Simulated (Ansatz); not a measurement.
## Which is lower?

Two relaxed structures of CH₅Al₂ (charge -1), closed shell (PBE0-D4/def2-TZVPD; forces vanish, vibrations not checked).

A:

```xyz
8
angstrom
Al -0.9840 0.8317 -1.0004
C -0.4956 -0.0143 0.5797
Al 1.1615 -0.8264 0.7929
H -2.4141 1.5654 -1.2673
H -0.0232 0.9303 -2.2983
H -1.2065 -0.0355 1.4106
H 2.2964 -0.8635 -0.3595
H 1.6655 -1.5876 2.1424
```

B:

```xyz
8
angstrom
Al -1.0927 0.9944 -1.2848
C 1.2235 -0.9073 0.9271
Al -0.4670 -0.1564 0.9064
H -2.4763 1.7623 -1.6907
H -0.1158 1.0818 -2.5830
H -1.4953 -0.2107 2.1639
H 1.8837 -0.8464 0.0588
H 1.6954 -1.4474 1.7519
```

Ansatz 0.2.0; basis: def2-TZVPPD; cores frozen in the correlated methods. B3LYP uses VWN-RPA correlation.

Task: Which structure is lower at CCSD(T), and by how much? (To be estimated.)

Result: By the calculation: A, by 17.27 kcal/mol (electronic energy, against the other). By their contacts, A is CH₅Al₂ ([AlH2][CH][AlH2]), total charge -1 and B is CH₅Al₂ ([CH2][AlH][AlH2]), total charge -1.

All methods give the same order:

```
   method  E(B) − E(A) (kcal/mol)
   PBE-D4                   14.12
r2SCAN-D4                   17.63
  PBE0-D4                   16.46
 B3LYP-D4                   18.37
  wB97M-V                   22.07
       HF                   21.83
      MP2                   21.21
     CCSD                   18.34
  CCSD(T)                   17.27
```

No T1 diagnostic of these runs exceeds 0.021. The restricted Hartree–Fock reference is unstable towards an unrestricted one at one or more of these structures.

Labels in which every atom is bracketed show which atoms are joined, not bond orders.

For scale, one of the runs: CCSD(T)/def2-TZVPPD, 218 basis functions, launched by `ansatz run in.yaml --threads 2 --pin off --events-out ev --progress --plain --max-ram 4352MiB`. Hardware: 2 CPU threads of an Intel Xeon Platinum 8488C, shared host. Wall time 31 s; peak host memory 2.9 GiB.
